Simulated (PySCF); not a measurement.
**Molecular orbitals of F₂⁺**

PBE0 at R = 1.292 Å; basis F pcseg-1; no relativity; PySCF 2.14. State: ²Πg (doublet), unpaired electrons π ↑. Only the outer orbitals are listed.

```json
{"spin": "α", "orbital": "σg", "occ.": "1", "ε (eV)": "-54.19", "main shells (%)": "89 s, 10 p"}
{"spin": "α", "orbital": "σu", "occ.": "1", "ε (eV)": "-44.58", "main shells (%)": "98 s"}
{"spin": "α", "orbital": "σg", "occ.": "1", "ε (eV)": "-31.24", "main shells (%)": "89 p, 11 s"}
{"spin": "α", "orbital": "πu", "occ.": "1", "ε (eV)": "-30.90", "main shells (%)": "99 p"}
{"spin": "α", "orbital": "πu", "occ.": "1", "ε (eV)": "-29.48", "main shells (%)": "99 p"}
{"spin": "α", "orbital": "πg", "occ.": "1", "ε (eV)": "-26.32", "main shells (%)": "100 p"}
{"spin": "α", "orbital": "πg", "occ.": "1", "ε (eV)": "-24.77", "main shells (%)": "100 p"}
{"spin": "α", "orbital": "σu", "occ.": "0", "ε (eV)": "-15.22", "main shells (%)": "98 p"}
{"spin": "α", "orbital": "πu", "occ.": "0", "ε (eV)": "13.10", "main shells (%)": "100 p"}
{"spin": "β", "orbital": "σg", "occ.": "1", "ε (eV)": "-53.09", "main shells (%)": "88 s, 11 p"}
{"spin": "β", "orbital": "σu", "occ.": "1", "ε (eV)": "-43.05", "main shells (%)": "98 s"}
{"spin": "β", "orbital": "σg", "occ.": "1", "ε (eV)": "-30.65", "main shells (%)": "88 p, 12 s"}
{"spin": "β", "orbital": "πu", "occ.": "1", "ε (eV)": "-29.03", "main shells (%)": "99 p"}
{"spin": "β", "orbital": "πu", "occ.": "1", "ε (eV)": "-27.41", "main shells (%)": "99 p"}
{"spin": "β", "orbital": "πg", "occ.": "1", "ε (eV)": "-24.24", "main shells (%)": "100 p"}
{"spin": "β", "orbital": "πg", "occ.": "0", "ε (eV)": "-19.85", "main shells (%)": "100 p"}
{"spin": "β", "orbital": "σu", "occ.": "0", "ε (eV)": "-14.55", "main shells (%)": "97 p"}
```

Which are the highest filled and the lowest empty level, where do they sit, and how wide is the gap?

Highest filled β πg at -24.24 eV (in %: 100 p); lowest empty β πg at -19.85 eV (in %: 100 p); the gap at PBE0 is 4.39 eV. Both belong to one degenerate shell, split only by its one-sided filling, so this is no excitation gap.

- bond order (Mayer): 1.43
- ⟨S²⟩: 0.753
- polarisability along the bond: 10.9 bohr³
- polarisability across the bond: 2.1 bohr³

The state is the lowest determinant that a PBE0 search found; another state may lie lower at other levels.
